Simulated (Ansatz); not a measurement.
`C=CC(N)=O` → `N=CC1CO1`  (isomerisation)

Computed with Ansatz on PBE0-D4/def2-TZVP structures; ΔE is electronic, products minus reactants. CCSD(T)/CBS is the MP2 limit (def2-TZVPP, def2-QZVPP) plus CCSD(T) − MP2 in def2-TZVPP, frozen cores. Functionals use def2-TZVPP. B3LYP here is the variant with VWN-RPA as its local correlation; programs differ in this. Each species was taken in one conformer, which may not be the lowest.

```json
{"level": "LDA (SPW92)", "ΔE (kJ/mol)": "171.1"}
{"level": "PBE-D4", "ΔE (kJ/mol)": "166.4"}
{"level": "r2SCAN-D4", "ΔE (kJ/mol)": "173.5"}
{"level": "PBE0-D4", "ΔE (kJ/mol)": "166.1"}
{"level": "PBE-QIDH", "ΔE (kJ/mol)": "165.5"}
{"level": "B3LYP", "ΔE (kJ/mol)": "178.7"}
{"level": "CCSD(T)/def2-TZVPP", "ΔE (kJ/mol)": "163.7"}
{"level": "MP2/CBS(def2)", "ΔE (kJ/mol)": "168.3"}
```

What does CCSD(T)/CBS give? (Best estimate.)

The calculation gave: +167.4 kJ/mol. The listed levels differ from it by 3.7, -1.0, 6.1, -1.3, -1.9, 11.3, -3.7, 0.9 kJ/mol.

Largest T1 diagnostic among the species: 0.015.

In def2-TZVPP, CCSD(T) changes the Hartree–Fock value by −21.5 kJ/mol (the triples alone add +0.2 kJ/mol) and MP2 by −20.5 kJ/mol. At CCSD(T), def2-SVP lies +3.7 kJ/mol from the extrapolated value and def2-TZVPP −3.6 kJ/mol.
